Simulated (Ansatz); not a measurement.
Level of theory: frozen-core CCSD(T)/def2-TZVPP // B3LYP-D3(BJ)/def2-SVP (Ansatz, a quantum-chemistry and plane-wave program).

Ansatz 0.2 input:
```yaml
crystal:
  periodic: [false, false, false]
  atoms:
    - { symbol: S, position_ang: [-0.018773, 0.625277, -0.000001] }
    - { symbol: H, position_ang: [0.982188, -0.283431, -0.000003] }
    - { symbol: H, position_ang: [-0.963415, -0.341845, 0.000004] }
basis:
  gaussian: { orbitals: def2-TZVPP }
correlation:
  method: ccsd_t
```

Output:

```
Functional definition: HF
386 factors; integrals over basis functions are off by at most 8.0e-4 eV
mean field evaluation 1: about -10848.8032 eV, gradient 1.1e1 eV
mean field evaluation 2: about -10848.8040 eV, gradient 1.1e1 eV
mean field evaluation 4: about -10849.3620 eV, gradient 1.4e0 eV
mean field evaluation 8: about -10849.3758 eV, gradient 2.2e-5 eV
mean field evaluation 16: about -10849.3619 eV, gradient 1.4e0 eV
mean field -10849.37578228 eV, -398.7072060276 hartree, gradient 1.3e-6 eV, S^2 0.000000; 0 other end points of the search recorded, 0 dependent functions left out
5 core orbitals not correlated
reference -10849.37578228 eV, -398.7072060276 hartree; 4, 4 occupied and 61, 61 virtual orbitals, 386 factors
second order -5.20450503 eV of doubles, -0.00000000 eV of singles
cycle   1  -5.68818565 eV  change   -4.8e-1 eV  update   4.9e-2
cycle   2  -5.86031694 eV  change   -1.7e-1 eV  update   1.6e-2
cycle   3  -5.86960671 eV  change   -9.3e-3 eV  update   3.8e-3
cycle   4  -5.86885224 eV  change    7.5e-4 eV  update   1.0e-3
cycle   5  -5.86851359 eV  change    3.4e-4 eV  update   2.4e-4
cycle   6  -5.86852215 eV  change   -8.6e-6 eV  update   7.3e-5
cycle   7  -5.86852029 eV  change    1.9e-6 eV  update   2.2e-5
cycle   8  -5.86851754 eV  change    2.8e-6 eV  update   6.2e-6
perturbative correction -0.21906137 eV, -0.0080503568 hartree
Total energy: -10855.46336118 eV, -398.9309204261 hartree
```

Cost: around 0.5 core-seconds (rough).
